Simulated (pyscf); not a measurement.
Structures and frequencies: ωB97X-D3(BJ)/def2-SVP in PySCF. MP2 and CC: frozen core, UHF for open shells. ΔMP2 is the change of the MP2 total energy from the triple- to the quadruple-zeta basis.

### Question
hydrogen fluoride (HF) + F–GeH: [singlet] → F–GeH₂–F
Surface: singlet. Broken: F–H. Formed: F–Ge, Ge–H. Give ΔE‡ and ΔE from CCSD(T)/def2-TZVPP + ΔMP2(QZVPP), relative to the separated reactants.

### Answer
ΔE‡ = 21.7 kcal/mol, ΔE = -43.9 kcal/mol. Zero-point energy shifts the barrier by 0.0 kcal/mol. It is an insertion, with an imaginary mode of 1416i cm⁻¹. On the reactant side the descent ends in a bound adduct (not fully relaxed), 9.4 kcal/mol under the separated species and 28.4 kcal/mol under the saddle at ωB97X-D3(BJ)/def2-TZVP. At ωB97X-D3(BJ) the barrier from the zero used here is 19.0 kcal/mol. The same reactants have a lower exit, to F–Ge:–F [singlet] + H₂ (barrier +1.6 kcal/mol at ωB97M-D3(BJ), against +21.1 kcal/mol here). This is the saddle that the search found; another between the same sides may lie lower. The CCSD(T) − MP2 part came from Ansatz, without density fitting, on the same reference. The frozen core leaves the outer d or s,p core shells of the metals and heavy elements correlated in the MP2 and CC values, and def2-TZVPP describes them poorly, which can shift differences by a few kcal/mol. Elements up to Kr have no core potential and no relativistic terms here.
